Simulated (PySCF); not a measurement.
**Unknown compound**

An unknown has the formula C$_{2}$F$_{2}$. Its calculated NMR data are:

¹³C{¹H} NMR (computed): δ 60.4 (C, m).

- shielding tensors at PBE0/pcSseg-1 (GIAO)
- spin–spin couplings from B3LYP/pcJ-1
- GFN2-xTB geometry
- code: PySCF 2.14.0 with density-fitted response routines
- relativity neglected, a single conformation, no solvent model, fast rotation and ring inversion assumed for equivalent nuclei

Chemical shifts δ = σref − σ; ¹³C (σ = 186.93 ppm) vs TMS, all at this level.

Q: What is the structure?

A: 
- The formula gives 2 degrees of unsaturation (no ring in the answer).
- 1 carbon signal for 2 carbons: some carbons are equivalent by symmetry or fast rotation.
- Carbon types of the structure: 2 × C.
- δC 60.4: alkyne carbon; the triple bond shields along its axis, which puts it between sp3 and sp2 carbons.

These data were computed for SMILES FC#CF.

Common functionals overestimate the size of one-bond C–F couplings by tens of Hz; these are unscaled. Shifts are as computed. Against solution values, carbons near 30 ppm lie about +3 ppm off and those near 130 ppm about +5 ppm. Of 1211 compounds with measured shifts, 218 miss one by over three times the rms of a fit or turn the order of signals round; such compounds aren't used in these exercises.
